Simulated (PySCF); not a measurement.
The numbers below are computed, except where a source is named.
A vibrational averaging run on 1,2,3-butatriene, C4H4, SMILES C=C=C=C. A sound run at B3LYP/pcSseg-1 gave B0 = 143590, 4001, 3891 MHz, harmonic ZPE 13115 cm⁻¹, lowest mode 224 cm⁻¹ and averaged shieldings 73.58, -11.74, -11.74, 73.57, 25.45, 25.45, 25.45, 25.45 ppm.

Input of the run in question:

```
{"job": {"xc": "B3LYP", "basis": "pcSseg-1", "grid": 2, "temperatures": [300, 500], "delta": 0.01, "kind": "iso"}, "charge": 0, "multiplicity": 1}
C     -1.941425    -0.060260    -0.042391
C     -0.627878    -0.016393    -0.022073
C      0.636935     0.025806    -0.002492
C      1.950482     0.069672     0.017826
H     -2.529484     0.747600    -0.475956
H     -2.487373    -0.906021     0.373614
H      2.538541    -0.738188     0.451390
H      2.496430     0.915433    -0.398180
```

Command: OMP_NUM_THREADS=1 python ens_run.py task.json out

Output:

```
parent
  Be/MHz 145012.815 4007.504 3899.733
  B0/MHz 144596.018 4000.578 3890.81
  ZPE/cm-1 13114.7
  <sigma>(0 K)/ppm 80.107 -1.274 -4.981 76.203 25.492 25.465 25.169 25.129
13C at atom 0
  Be/MHz 145012.815 3892.298 3790.556
  B0/MHz 144630.611 3884.071 3780.545
  ZPE/cm-1 13077.2
  <sigma>(0 K)/ppm 77.880 1.096 -0.745 76.854 25.388 25.358 25.244 25.201
```

Task: What is doubtful here, and how much did it matter?

Result: The setting at fault: displacement step far too small, numerical noise dominates. The isotope effects on the shieldings at 0 K read -2227, 2370, 4237, 651, -104, -107, 75, 72 ppb against 22, 43, 9, 1, 1, 1, -1, -1 ppb in the sound run, and B0 − Be of the smallest constant -8.92 against -8.87 MHz.
